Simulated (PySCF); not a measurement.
methane (CH4), SMILES C. Coordinates come from a B3LYP-D3(BJ)/def2-TZVPD optimisation.

Computed equilibrium geometry at B3LYP-D3(BJ)/def2-TZVPD (PySCF confirms it by a frequency run) as Cartesian coordinates in Å, and its point group:
point group Td.
```xyz
5

C      0.0000     0.0000     0.0000
H      0.6289    -0.6289     0.6289
H     -0.6289    -0.6289    -0.6289
H     -0.6289     0.6289     0.6289
H      0.6289     0.6289    -0.6289
```
